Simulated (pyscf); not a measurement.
CH₄ + H₂N–SnH₃ → H₃C–SnH₃ + NH₃, a four-centre exchange (singlet surface; C–H, N–Sn broken, C–Sn, H–N formed). PySCF, gas phase, ωB97X-D3(BJ)/def2-SVP geometries. Energies in kcal/mol from the separated reactants.

Small-basis levels: PySCF, no dispersion term, spherical d functions. AM1 to PM7: differences of heats of formation from MOPAC, which are fitted to 298 K values and so differ in kind from electronic energies by zero-point and thermal terms. Cost: rough CPU time at the saddle relative to B3LYP/6-31G*+LANL2DZ, from one job on a shared machine.

```csv
level,barrier,reaction energy,cost
SVWN5/6-31G*+LANL2DZ,30.1,+5.4,0.8
PBE/6-31G*+LANL2DZ,40.8,+5.6,1
B3LYP/6-31G*+LANL2DZ,49.8,+6.9,1
AM1,34.7,-8.2,under 0.02
PM3,54.1,+0.9,under 0.02
PM6,51.4,-5.6,under 0.02
PM7,59.2,+6.9,under 0.02
ωB97M-D3(BJ)/def2-TZVP,49.2,+3.1,–
```

Against the last row the barrier runs from -19.2 (SVWN5/6-31G*+LANL2DZ) to +10.0 kcal/mol (PM7). ωB97M-D3(BJ)/def2-TZVP has limits of its own. On the product side the descent ends in a complex (not fully relaxed), 4.0 kcal/mol under the separated species and 50.0 kcal/mol under the saddle at ωB97X-D3(BJ)/def2-TZVP. One saddle was located; it need not be the lowest between these sides. In the def2 sets elements past Kr carry core potentials, without spin-orbit coupling.
